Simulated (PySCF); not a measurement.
Homolysis of single bonds, series Al Cl-NH2. Isolated molecules, 0 K electronic values unless said otherwise. Strings in code marks are SMILES.

The numbers are results of PBE-D3(BJ)/def2-TZVP // r2SCAN-D4/def2-TZVP (PySCF 2.14.0), not measurements. All candidates: neutral, multiplicity 1. Excitations are Tamm–Dancoff values on a coarser integration grid. The basis has no diffuse functions, so Rydberg states are missing or too high.

```json
{
 "HOMO–LUMO gap": "5.82 eV",
 "dipole_moment": "0.00 D",
 "S1 excitation (TDA)": "5.94 eV"
}
```

Problem. Which member has these values?
A) `[NH2][Al]([NH2])[NH2]`
B) `[Cl][Al]([Cl])[Cl]`
C) `[NH2][Al]([Cl])[Cl]`

Solution. B, `[Cl][Al]([Cl])[Cl]`. The others give `[NH2][Al]([NH2])[NH2]`: 4.75 eV, 0.00 D, 4.84 eV; `[NH2][Al]([Cl])[Cl]`: 5.13 eV, 2.33 D, 5.28 eV
